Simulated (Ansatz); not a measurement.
## hcp Tl

Calculation: LDA (Ansatz, an electronic-structure program, PAW).

Settings: plane-wave cutoff 500 eV, 16×10×1 k mesh (along the axes of the cell as run), Fermi–Dirac smearing 0.1 eV, scalar-relativistic PAW data made under PBE.

Cell: relaxed at this level.

- surface energy of the (10-10) face: 0.43 J/m²
- work function of the (10-10) face: 3.96 eV

The slab of 10 atoms is relaxed and unreconstructed.

Spin–orbit coupling is not included; it can shift volumes and moduli of such heavy elements.

The computed numbers hold no vibrational or temperature effects.
